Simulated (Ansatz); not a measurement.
A structure of BP relaxed with PBEsol (plane waves to 420 eV, PAW, scalar-relativistic; Ansatz, a first-principles code); single points at other levels follow on the same geometry (Ansatz, PAW; HSE06 at 420 eV on a 8×8×8 k-mesh; no spin-orbit coupling). Space group F-43m (No. 216).

Space group F-43m (No. 216); a = b = c = 4.5202 Å, α = β = γ = 90.00°

```json
[
 {"atom": "P", "site": "4c", "symmetry": "-43m", "x": "0.2500", "y": "0.2500", "z": "0.2500"},
 {"atom": "B", "site": "4a", "symmetry": "-43m", "x": "0.0000", "y": "0.0000", "z": "0.0000"}
]
```
(The calculation used a cell of 2 atoms; values per cell refer to that cell.)

| level | gap (eV) | kind | conduction minimum |
|---|---|---|---|
| PBEsol | 1.11 | indirect | 83 % of the way from Γ to X |
| HSE06 | [?] | – | [?] |

Task: Complete the blanks.

Result: 
- HSE06, gap (eV): 1.94
- HSE06, conduction minimum: k = (-0.4167, -0.4167, 0)

HSE06 gaps come from a coarse mesh plus a few chosen points, so they may be too large. No spin polarisation in the result.

Measured for BP: a 4.525 Å (static lattice; corrected from measurement; as listed in Daniel Mejia-Rodriguez, S. B. Trickey, Phys. Rev. B (2018)); gap 2 eV (room temperature; as listed in arXiv:1206.3780). Computed minus measured — a: PBEsol -0.1 %; gap: PBEsol -0.89 eV, HSE06 -0.06 eV. The computed values are for a static lattice, and a measured gap can be an optical one, lowered by exciton binding.

The run could not lose the symmetry of its start.

All atoms sit on sites fixed by symmetry, so only the cell could relax.
